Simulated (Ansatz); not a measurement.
**C3H6FNO: one species, many methods**

An exercise on one series of results from a longer session: the logs are not shown, and one member is left open.

Method: functionals in def2-TZVPP, the program's frozen cores in correlated methods; program: Ansatz 0.2.0, Gaussian basis.

Plan: PBE-D4, r2SCAN-D4, PBE0-D4, B3LYP-D4, ωB97X-V, ωB97M-V, B2PLYP; CCSD(T)/def2-TZVPP; MP2/def2-QZVPP; extrapolation to the limit.

### Structure used throughout

An earlier PBE0-D4 in a triple-zeta def2 set relaxation fixed the geometry.

12 atoms, charge 0, spin multiplicity 1.

Atoms are counted from 1 here; the program's logs count them from 0.

Bond lengths: C1–C2 1.505 Å, C1–H7 1.090 Å, C1–H8 1.090 Å, C1–H9 1.091 Å, C2–O3 1.381 Å, C2–F4 1.389 Å, C2–C5 1.518 Å, O3–H10 0.964 Å, C5–N6 1.258 Å, C5–H11 1.094 Å, N6–H12 1.023 Å. Angles: C2–C1–H7 110.0°, C2–C1–H8 110.1°, C2–C1–H9 108.9°, H7–C1–H8 109.3°, H7–C1–H9 109.6°, H8–C1–H9 108.9°, C1–C2–O3 108.5°, C1–C2–F4 108.5°, C1–C2–C5 112.8°, O3–C2–F4 109.0°, O3–C2–C5 110.4°, F4–C2–C5 107.5°, C2–O3–H10 108.9°, C2–C5–N6 126.8°, C2–C5–H11 113.9°, N6–C5–H11 119.3°, C5–N6–H12 109.9°.

The first run:

in.yaml

```yaml
crystal:
  periodic: [false, false, false]
  atoms:
    - {symbol: C, position_ang: [-1.067203, -0.236705, -0.963508]}
    - {symbol: C, position_ang: [-0.024405, -0.378324, 0.112892]}
    - {symbol: O, position_ang: [0.760587, -1.476689, -0.179520]}
    - {symbol: F, position_ang: [-0.668877, -0.592101, 1.325073]}
    - {symbol: C, position_ang: [0.837079, 0.862067, 0.265292]}
    - {symbol: N, position_ang: [0.951302, 1.578508, 1.292855]}
    - {symbol: H, position_ang: [-1.757791, 0.567287, -0.710011]}
    - {symbol: H, position_ang: [-0.591163, -0.015119, -1.919133]}
    - {symbol: H, position_ang: [-1.615059, -1.175680, -1.050072]}
    - {symbol: H, position_ang: [1.487520, -1.518644, 0.451582]}
    - {symbol: H, position_ang: [1.418866, 1.109377, -0.627557]}
    - {symbol: H, position_ang: [0.346045, 1.220722, 2.036008]}
basis:
  gaussian: {orbitals: def2-TZVPP}
hamiltonian: {xc: pbe, dispersion: d4}
output: {forces: true, orbitals: {seedname: orbitals}}
```

On the command line:

```
ansatz run in.yaml --threads 4 --pin off --events-out ev --progress --plain --max-ram 10444MiB
```

Steps of the session up to this table: PBE-D4 (GGA); r2SCAN-D4 (meta-GGA); PBE0-D4 (hybrid); B3LYP-D4 (hybrid); ωB97X-V (range-separated); ωB97M-V (range-separated); B2PLYP (double hybrid); CCSD(T) in def2-TZVPP; MP2 in def2-QZVPP.

One of the session's tables, all rows but one given; the rest of the session is left out.

```
            method  atomisation energy (kcal/mol)
            PBE-D4                         1192.3
         r2SCAN-D4                         1154.7
           PBE0-D4                         1159.2
          B3LYP-D4                         1153.0
           ωB97X-V                         1155.8
           ωB97M-V                         1157.9
            B2PLYP                         1141.4
     HF/def2-TZVPP                          799.3
    MP2/def2-TZVPP                         1146.9
   CCSD/def2-TZVPP                         1099.4
CCSD(T)/def2-TZVPP                              ?
           MP2/CBS                         1178.7
       CCSD(T)/CBS                         1152.3
```

Estimate the missing values for CCSD(T)/def2-TZVPP.

As computed: atomisation energy (kcal/mol): 1120.5. In the column «atomisation energy (kcal/mol)» it lies between CCSD/def2-TZVPP (1099.4) and B2PLYP (1141.4).

Limits of these values: Free atoms (3 C, 1 O, 1 F, 1 N, 6 H) were run apart at each level; the atomisation energy is their sum less the molecule, without zero-point or spin-orbit terms.
